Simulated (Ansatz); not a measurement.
# Which isomer of BHOSi gives these data?

These gas-phase data were calculated for one isomer of BHOSi at PBE0-D3(BJ)/pcseg-1 (harmonic, unscaled wavenumbers; equilibrium rotational constants with average atomic masses):

| Property | Result |
| --- | --- |
| rotational constants | 222.2, 4.386, 4.301 GHz |
| all wavenumbers above 1500 cm⁻¹ | 2098, 1985 |
| dipole moment | 3.25 D (PBE0/def2-TZVPD) |

Candidates:

(1) `B1O[Si]1`, a singlet
(2) `O=B[SiH]`, a singlet

**Question.** Which structure fits?

**Answer.** Candidate (2). No mode falls between 2350 and 2900 cm⁻¹, where the B–H stretch of (1) would stand.

The same quantities for all candidates:

```tsv
	rotational constants (GHz)	wavenumbers above 1500 cm⁻¹	dipole (D)	E above the lowest, PBE0-D3(BJ)/pcseg-1 (kcal/mol)
(1)	37.14, 11.39, 8.719	2712	0.99	0.0
(2)	222.2, 4.386, 4.301	2098, 1985	3.25	0.6
```

Harmonic stretches to hydrogen usually lie a few per cent above observed fundamentals. Each candidate is one conformer. Programs: Ansatz 0.2.0.
